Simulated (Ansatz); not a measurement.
**SiGeH⁺ (H-bridged), triplet in cc-pVDZ: errors against UCCSDT(Q)**

Geometry: that of the SiGeH (H-bridged), doublet, kept fixed.

```yaml
atoms:
  - { symbol: Si, position_ang: [0.0000, -0.0368, 1.6490] }
  - { symbol: Ge, position_ang: [0.0000, -0.0037, -0.6463] }
  - { symbol: H, position_ang: [0.0000, 1.2915, 0.6314] }
```

Basis cc-pVDZ; Ansatz 0.2.0. Correlated methods freeze the noble-gas cores and the filled d shells of p-block atoms, which leaves 8 electrons in 31 orbitals. R marks a restricted (for open shells ROHF) determinant, U an unrestricted one. Active spaces: valence = (8e, 9o) chosen from the atoms' valence shells. No spin–orbit coupling is included, and no scalar relativity.

Full CI isn't at hand for all of this; UCCSDT(Q) serves as the reference, and is uncertain by about the last step of the cluster series. The frozen core follows each run's orbitals, which can shift R against U totals by a few meV for light atoms and by up to 0.1 eV past Ca.

```
UHF ⟨S²⟩                          : 2.051
T1 diagnostic (RCCSD)             : 0.0288
largest doubles amplitude (RCCSD) : 0.082
T1 diagnostic (UCCSD)             : 0.0289
```

From what is known of these methods and the diagnostics, rank them by the size of their error in total energy against UCCSDT(Q) in cc-pVDZ, smallest first (an estimate: the text doesn't fix the numbers).
A. UCCSDT
B. UCCSD(T)
C. UHF
D. UMP2
E. UCCSD

A (14 meV), B (59 meV), E (260 meV), D (1172 meV), C (4634 meV).

All errors are against UCCSDT(Q) in cc-pVDZ. Within each family the higher level lies nearer, as is usual though not guaranteed.

Natural occupations of CASSCF (valence space) about the gap: 1.980 1.941 1.926 1.008 0.979 0.054 0.050 0.034 0.028; effectively unpaired electrons, Σ n²(2−n)², 2.06.
